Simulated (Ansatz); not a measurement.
C3H7N can be A, `CC(C)=N`, or B, `C/C=N/C`.

Program: Ansatz. Geometries: PBE0-D4/def2-TZVP. ΔE: electronic, gas phase. CCSD(T)/CBS is the MP2 limit (def2-TZVPP, def2-QZVPP) plus CCSD(T) − MP2 in def2-TZVPP, frozen cores. Functionals use def2-TZVPP. B3LYP here is the variant with VWN-RPA as its local correlation; programs differ in this. One conformer a species, not always the lowest.

Question: Which isomer does CCSD(T)/CBS put lower? Give the gap. (Estimate.)

Answer: The calculation gave: A, by 38.1 kJ/mol.

Question: Give E(B) − E(A) in kJ/mol with B3LYP, LDA (SPW92), PBE-D4, CCSD/def2-TZVPP, BLYP-D4, B3LYP-D4, CCSD(T)/def2-TZVPP. (Estimate.)

Answer: The calculation gave: B3LYP 31.2, LDA (SPW92) 34.0, PBE-D4 33.4, CCSD/def2-TZVPP 36.9, BLYP-D4 31.2, B3LYP-D4 33.3, CCSD(T)/def2-TZVPP 36.9. None reverses the order clearly.

Question: Does the order hold for the free energy at 298.15 K (harmonic terms from PBE0-D4)? (Estimate.)

Answer: Computed: Yes: G(B) − G(A) = +37.7 kJ/mol, for one conformer each.

Largest T1 diagnostic: 0.011.

From BLYP to BHLYP (50 % exact exchange), in def2-TZVPP and without D4, E(B) − E(A) moves by +5.4 kJ/mol. At CCSD(T), def2-SVP lies −5.5 kJ/mol from the extrapolated value and def2-TZVPP −1.2 kJ/mol.
